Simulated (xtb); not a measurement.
xtb input (GFN2-xTB):

```bash
xtb mol.xyz --gfn 2 --sp --chrg 0 --uhf 0
```
mol.xyz:
```
3

C     -0.00000000    -0.00000000    -0.49689011
N      0.00000000     0.00000000     0.64927938
H     -0.00000000    -0.00000000    -1.56361504
```

End of the output:

```
         :::::::::::::::::::::::::::::::::::::::::::::::::::::
         ::                     SUMMARY                     ::
         :::::::::::::::::::::::::::::::::::::::::::::::::::::
         :: total energy              -5.503841209651 Eh    ::
         :: gradient norm              0.027841878868 Eh/a0 ::
         :: HOMO-LUMO gap              5.860306283976 eV    ::
         ::.................................................::
         :: SCC energy                -5.624819200105 Eh    ::
         :: -> isotropic ES            0.004723550401 Eh    ::
         :: -> anisotropic ES          0.000295835916 Eh    ::
         :: -> anisotropic XC          0.021347920939 Eh    ::
         :: -> dispersion             -0.000495865468 Eh    ::
         :: repulsion energy           0.120977990453 Eh    ::
         :: add. restraining           0.000000000000 Eh    ::
         :: total charge              -0.000000000000 e     ::
         :::::::::::::::::::::::::::::::::::::::::::::::::::::

           -------------------------------------------------
          |                Property Printout                |
           -------------------------------------------------

    * Orbital Energies and Occupations

         #    Occupation            Energy/Eh            Energy/eV
      -------------------------------------------------------------
         1        2.0000           -0.6627107             -18.0333
         2        2.0000           -0.5749068             -15.6440
         3        2.0000           -0.5047111             -13.7339
         4        2.0000           -0.5047111             -13.7339
         5        2.0000           -0.4503698             -12.2552 (HOMO)
         6                         -0.2350075              -6.3949 (LUMO)
         7                         -0.2350075              -6.3949
         8                          0.1041478               2.8340
         9                          1.0895757              29.6489
      -------------------------------------------------------------
                  HL-Gap            0.2153623 Eh            5.8603 eV
             Fermi-level           -0.3426886 Eh           -9.3250 eV

     #   Z          covCN         q      C6AA      α(0)
     1   6 C        1.837     0.074    29.302     8.745
     2   7 N        0.910    -0.158    24.413     7.146
     3   1 H        0.927     0.084     1.939     2.177

 Mol. C6AA /au·bohr⁶  :        137.548183
 Mol. C8AA /au·bohr⁸  :       3257.246083
 Mol. α(0) /au        :         18.068445

Wiberg/Mayer (AO) data.
largest (>0.10) Wiberg bond orders for each atom

 ---------------------------------------------------------------------------
     #   Z sym  total        # sym  WBO       # sym  WBO       # sym  WBO
Note: The following floating-point exceptions are signalling: IEEE_DENORMAL
normal termination of xtb
 ---------------------------------------------------------------------------
     1   6 C    3.931 --     2 N    2.984     3 H    0.947
     2   7 N    3.029 --     1 C    2.984
     3   1 H    0.993 --     1 C    0.947
 ---------------------------------------------------------------------------

Topologies differ in total number of bonds
Writing topology from bond orders to xtbtopo.mol

molecular dipole:
                 x           y           z       tot (Debye)
 q only:        0.000       0.000      -0.511
   full:        0.000      -0.000      -1.038       2.639
molecular quadrupole (traceless):
                xx          xy          yy          xz          yz          zz
 q only:       -0.280       0.000      -0.280       0.000       0.000       0.561
  q+dip:       -1.143       0.000      -1.143       0.000       0.000       2.286
   full:       -0.184       0.000      -0.184       0.000      -0.000       0.369

           -------------------------------------------------
          | TOTAL ENERGY               -5.503841209651 Eh   |
          | GRADIENT NORM               0.027841878868 Eh/α |
          | HOMO-LUMO GAP               5.860306283976 eV   |
           -------------------------------------------------

------------------------------------------------------------------------
------------------------------------------------------------------------
 total:
 SCF:
```
